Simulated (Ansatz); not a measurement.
**[NH$_{2}$···H···O], triplet: reading a ladder of total energies**

Geometry: a point of a hydrogen-transfer path between rigid fragments, not a stationary point.

```xyz
5

N    -1.2616   -0.0173   -0.0269
H    -1.5589    0.9506   -0.0269
H    -1.5589   -0.4196    0.8534
H    -0.0086   -0.0173   -0.0269
O     1.3014   -0.0173   -0.0269
```

Basis cc-pVDZ; Ansatz 0.2.0. Correlated methods freeze the noble-gas cores, which leaves 14 electrons in 41 orbitals. R marks a restricted (for open shells ROHF) determinant, U an unrestricted one.

Full CI isn't at hand for all of this; UCCSDT(Q) serves as the reference, and is uncertain by about the last step of the cluster series.

Runs differ by some tens of microhartree through their thresholds and, for an open shell, their frozen cores, so steps under 0.03 kcal/mol mean nothing.

```json
{"level": "UHF", "total energy (hartree)": "-130.928077"}
{"level": "UMP2", "total energy (hartree)": "-131.234207"}
{"level": "UCCSD", "total energy (hartree)": "-131.270304"}
{"level": "UCCSD(T)", "total energy (hartree)": "-131.277555"}
{"level": "UCCSDT", "total energy (hartree)": "-131.278419"}
{"level": "UCCSDT(Q)", "total energy (hartree)": "-131.279161"}
```

Task: What is the correlation energy at UCCSDT(Q), and what share of it do UMP2 and UCCSDT recover?

Result: E(corr) = -131.279161 − (-130.928077) = -0.351084 hartree = -9.553 eV. UMP2: -0.306130 / -0.351084 = 87.20 %. UCCSDT: -0.350342 / -0.351084 = 99.79 %.

Task: By how many kcal/mol does UCCSD(T) miss UCCSDT(Q) (1 hartree = 627.509 kcal/mol), and which steps make up the rest?

Result: -131.277555 − (-131.279161) = 0.001606 hartree = 1.01 kcal/mol. Steps: UCCSDT − UCCSD(T) = -0.54, UCCSDT(Q) − UCCSDT = -0.47 kcal/mol. Differences between like states or geometries often cancel part of this.
